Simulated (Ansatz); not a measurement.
Input file for `C1=C[SiH2]1`:

```yaml
crystal:
  periodic: [false, false, false]
  atoms:
    - {symbol: C, position_ang: [-0.841334, -0.464576, -0.262696]}
    - {symbol: C, position_ang: [0.299938, -0.282121, -0.920942]}
    - {symbol: Si, position_ang: [0.360954, 0.448616, 0.731181]}
    - {symbol: H, position_ang: [-1.791683, -0.940047, -0.471751]}
    - {symbol: H, position_ang: [0.683382, -0.544362, -1.899278]}
    - {symbol: H, position_ang: [0.246391, 1.912040, 0.938184]}
    - {symbol: H, position_ang: [1.103554, -0.197550, 1.839603]}
basis:
  gaussian: {orbitals: def2-TZVPP}
correlation: {method: ccsd_t}
output: {orbitals: {seedname: orbitals}}
```

```sh
$ ansatz run in.yaml --threads 2 --pin off --events-out ev --progress --plain --max-ram 4352MiB
```

Output of Ansatz, abridged:

```
Functional definition: HF
927 factors; integrals over basis functions are off by at most 1.0e-3 eV
mean field evaluation 1: about -9982.9900 eV, gradient 2.9e1 eV
mean field evaluation 2: about -9982.9957 eV, gradient 2.9e1 eV
mean field evaluation 4: about -9985.3528 eV, gradient 2.9e0 eV
mean field evaluation 8: about -9985.3844 eV, gradient 2.9e-4 eV
mean field -9985.38436383 eV, -366.9561070340 hartree, gradient 2.8e-6 eV, S^2 0.000000; 0 other end points of the search recorded, 0 dependent functions left out
7 core orbitals not correlated: weight in the atoms' cores, before any rotation towards them, 1.000 or more for the frozen orbitals, at most 0.000 for the correlated occupied ones
reference -9985.38436383 eV, -366.9561070340 hartree; 8, 8 occupied and 145, 145 virtual orbitals, 927 factors
second order -11.82657817 eV of doubles, -0.00000000 eV of singles
cycle   1  -12.21405509 eV  change   -3.9e-1 eV  update   8.0e-2
cycle   2  -12.58686810 eV  change   -3.7e-1 eV  update   2.6e-2
cycle   3  -12.64538430 eV  change   -5.9e-2 eV  update   1.1e-2
cycle   4  -12.64242252 eV  change    3.0e-3 eV  update   3.5e-3
cycle   5  -12.64322674 eV  change   -8.0e-4 eV  update   1.2e-3
cycle   6  -12.64304198 eV  change    1.8e-4 eV  update   3.7e-4
cycle   7  -12.64295838 eV  change    8.4e-5 eV  update   1.2e-4
cycle   8  -12.64296856 eV  change   -1.0e-5 eV  update   4.3e-5
cycle   9  -12.64295587 eV  change    1.3e-5 eV  update   1.2e-5
perturbative correction -0.60289545 eV, -0.0221559992 hartree
Total energy: -9998.63021515 eV, -367.4428830919 hartree
```

Hardware: 2 threads of an Intel Xeon on a shared host. Wall time 8.6 s, peak host memory 0.69 GiB.

The correlation energy is -13.246 eV, 4.6 % of it from (T); the T1 diagnostic reads 0.0128.
